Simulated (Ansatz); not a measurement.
A calculation on P (R-3m, No. 166; start mp-130; high-pressure phase) returned lattice constant a 3.441 Å, lattice parameter c 8.793 Å, equilibrium volume per atom 15.02 Å³/atom.

### Question
Which level of theory produced these numbers?
A) r²SCAN-D4 (Ansatz (a program for electronic structure))
B) r²SCAN+rVV10 (Ansatz)
C) PBEsol (Ansatz)
D) r²SCAN (Ansatz)

### Answer
C, PBEsol (Ansatz)

The others give: r²SCAN+rVV10 3.460 Å, 9.159 Å, 15.82 Å³/atom; r²SCAN-D4 3.451 Å, 9.092 Å, 15.63 Å³/atom; r²SCAN 3.466 Å, 9.282 Å, 16.10 Å³/atom.

Unless a cell is named, each level is at its own relaxed cell (PBEsol 15.02, r²SCAN 16.10, r²SCAN-D4 15.63, r²SCAN+rVV10 15.82 Å³/atom).

Caveats: the relaxation could not lower the start's symmetry, so the cell can be a saddle point above a distorted one (r²SCAN+rVV10, r²SCAN-D4, r²SCAN, PBEsol). Ansatz's density-functional and Hartree–Fock values are scalar-relativistic unless marked +SOC, with PAW data made under PBE.

A start named mp-… is a Materials Project structure, which can be a computed phase never made.
